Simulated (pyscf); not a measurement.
**Four-centre exchange: Cl–TiH(Cl)–Cl (SMILES [Cl][TiH]([Cl])[Cl]) + HO–SiH₃ (SMILES O[SiH3]) → H₃Si–O–Ti(Cl)(Cl)–Cl (SMILES [SiH3][O][Ti]([Cl])([Cl])[Cl]) + H₂ (SMILES [H][H])**

Gas phase, singlet surface, charge 0. Bonds broken: Ti2–H5, O6–H8. Bonds formed: Ti2–O6, H5–H8. Structures and frequencies: ωB97X-D3(BJ)/def2-SVP in PySCF.

Transition state (Å):

```xyz
11

Cl    -0.8771    -3.7004    -0.4312
Ti    -1.2683    -1.5752    -0.7459
Cl    -2.8473    -1.5313    -2.2050
Cl    -1.9617    -1.0012     1.2483
H      0.4276    -1.7058    -1.4011
O     -0.4578     0.1865    -1.0361
Si    -0.4258     1.6182    -0.1275
H      0.3148    -0.6822    -1.3127
H      0.3115     2.6250    -0.9359
H      0.2856     1.3714     1.1532
H     -1.8258     2.0496     0.1011
```

One imaginary mode, 1331i cm⁻¹; descent along it reached the two sides named, in the forms told below.

```
bond    change  reactant side (Å)  saddle  product side
------  ------  -----------------  ------  ------------
Ti2–H5  breaks              1.643   1.823           3.3
O6–H8   breaks              0.965   1.195           3.1
Ti2–O6   forms              2.133   1.961         1.723
H5–H8    forms              2.314   1.034         0.760
```

Electronic energies relative to the separated reactants (eV):

```json
[
 {"level": "ωB97X-D3(BJ)/def2-TZVP", "barrier": "-0.09", "reaction energy": "-1.86", "reverse barrier": "1.77"},
 {"level": "PBE/def2-TZVP", "barrier": "-0.18", "reaction energy": "-1.83", "reverse barrier": "1.65"},
 {"level": "r²SCAN/def2-TZVP", "barrier": "-0.24", "reaction energy": "-1.93", "reverse barrier": "1.69"},
 {"level": "B3LYP-D3(BJ)/def2-TZVP", "barrier": "-0.11", "reaction energy": "-1.89", "reverse barrier": "1.79"},
 {"level": "PBE0-D3(BJ)/def2-TZVP", "barrier": "-0.15", "reaction energy": "-1.81", "reverse barrier": "1.65"},
 {"level": "M06-2X/def2-TZVP", "barrier": "0.05", "reaction energy": "-1.78", "reverse barrier": "1.83"},
 {"level": "ωB97M-D3(BJ)/def2-TZVP", "barrier": "0.11", "reaction energy": "-1.69", "reverse barrier": "1.80"},
 {"level": "HF/def2-TZVP", "barrier": "0.93", "reaction energy": "-1.58", "reverse barrier": "2.51"}
]
```

With ωB97M-D3(BJ)/def2-TZVP energies and thermal terms (ideal gas, 1 atm, RRHO with modes under 100 cm⁻¹ raised to 100, one conformer, R ln 2 for chiral ones without a mode under 150 cm⁻¹), in eV:

| T (K) | ΔH‡ | ΔG‡ | ΔH | ΔG |
|---|---|---|---|---|
| 298 | 0.07 | 0.60 | -1.76 | -1.62 |
| 600 | 0.08 | 1.14 | -1.71 | -1.50 |
| 900 | 0.10 | 1.66 | -1.68 | -1.41 |
| 1200 | 0.13 | 2.18 | -1.65 | -1.32 |

On the reactant side the descent ends in an adduct with a O–Ti contact, 0.71 eV under the separated species and 0.62 eV under the saddle at ωB97X-D3(BJ)/def2-TZVP. At ωB97X-D3(BJ)/def2-TZVP, PBE, r²SCAN, B3LYP-D3(BJ), PBE0-D3(BJ) the saddle lies under the separated reactants, which points to a path from their complex (located at ωB97X-D3(BJ) alone). What is counted as formed (O–Ti) is already present as a longer contact in the reactant adduct; forming that adduct is a step of its own. At the saddle there is also a short H–Ti contact that neither side keeps. This is the saddle that the search found; another between the same sides may lie lower.
